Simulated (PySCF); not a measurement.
Methyl alcohol, CH₄O, SMILES CO, point group Cs.

Level: PBE0/pcSseg-2 in PySCF (density fitting, grid level 2); geometry and Hessian at that level, cubic constants and property derivatives from steps of ±0.6 along each species' dimensionless normal coordinates, second-order vibrational perturbation theory. The parent has the commonest isotopes.

Equilibrium geometry (Å):

```tsv
atom	x	y	z
C1	-0.3483	-0.0659	-0.0047
O2	0.9349	0.0563	-0.5745
H3	-1.0222	-0.3840	-0.7990
H4	-0.7184	0.8845	0.3956
H5	-0.3808	-0.8184	0.7910
H6	1.5474	0.3355	0.1053
```

Species: parent. Output of the displacement run:

```
mode    cm-1    km/mol   phi_rrr   E(+)/cm-1  E(-)/cm-1
  1    296.68   115.25       0.3     120.08     119.88
  2   1063.43    92.28     -93.4     189.54     196.23
  3   1105.37    34.45    -341.5     187.21     211.81
  4   1173.98     0.40       0.3     211.92     212.06
  5   1371.68    24.85    -129.6     243.12     252.33
  6   1476.23     3.61      64.7     268.33     263.64
  7   1490.31     2.89       1.6     268.39     268.27
  8   1503.87     4.86    -102.8     267.10     274.50
  9   3007.16    62.15   -1203.2     500.32     586.81
 10   3059.89    57.17       1.0     553.95     553.87
 11   3132.35    24.69    1717.6     630.50     507.24
 12   3902.53    34.15    2632.0     805.21     616.51
```

For the shielding of H3 (σe = 28.08 ppm):

```json
{"mode": "1", "ω (cm⁻¹)": "297", "Σr φrrs (cm⁻¹)": "-3", "∂σ/∂q": "0.000", "∂²σ/∂q²": "-0.301"}
{"mode": "2", "ω (cm⁻¹)": "1063", "Σr φrrs (cm⁻¹)": "-95", "∂σ/∂q": "0.171", "∂²σ/∂q²": "-0.317"}
{"mode": "3", "ω (cm⁻¹)": "1105", "Σr φrrs (cm⁻¹)": "-645", "∂σ/∂q": "-0.024", "∂²σ/∂q²": "-0.120"}
{"mode": "4", "ω (cm⁻¹)": "1174", "Σr φrrs (cm⁻¹)": "0", "∂σ/∂q": "0.000", "∂²σ/∂q²": "-0.097"}
{"mode": "5", "ω (cm⁻¹)": "1372", "Σr φrrs (cm⁻¹)": "-489", "∂σ/∂q": "0.000", "∂²σ/∂q²": "-0.207"}
{"mode": "6", "ω (cm⁻¹)": "1476", "Σr φrrs (cm⁻¹)": "-174", "∂σ/∂q": "0.361", "∂²σ/∂q²": "-0.429"}
{"mode": "7", "ω (cm⁻¹)": "1490", "Σr φrrs (cm⁻¹)": "2", "∂σ/∂q": "-0.002", "∂²σ/∂q²": "-0.678"}
{"mode": "8", "ω (cm⁻¹)": "1504", "Σr φrrs (cm⁻¹)": "-41", "∂σ/∂q": "0.057", "∂²σ/∂q²": "-0.136"}
{"mode": "9", "ω (cm⁻¹)": "3007", "Σr φrrs (cm⁻¹)": "-1879", "∂σ/∂q": "-1.045", "∂²σ/∂q²": "0.063"}
{"mode": "10", "ω (cm⁻¹)": "3060", "Σr φrrs (cm⁻¹)": "1", "∂σ/∂q": "0.004", "∂²σ/∂q²": "-0.048"}
{"mode": "11", "ω (cm⁻¹)": "3132", "Σr φrrs (cm⁻¹)": "601", "∂σ/∂q": "1.992", "∂²σ/∂q²": "0.437"}
{"mode": "12", "ω (cm⁻¹)": "3903", "Σr φrrs (cm⁻¹)": "-2058", "∂σ/∂q": "0.003", "∂²σ/∂q²": "-0.006"}
```

Q: Work out the zero-point average of this shielding.

A: With ⟨qs⟩ = −Σr φrrs/(4ωs) and ⟨qs²⟩ = 1/2: the mean displacements are 0.002, 0.022, 0.146, 0.000, 0.089, 0.030, 0.000, 0.007, 0.156, 0.000, -0.048, 0.132. The anharmonic term Σ (∂σ/∂q)⟨q⟩ is -0.25 ppm, the harmonic term ¼ Σ ∂²σ/∂q² is -0.46 ppm, so ⟨σ⟩ = 27.38 ppm.

Internal rotors are held in one well.
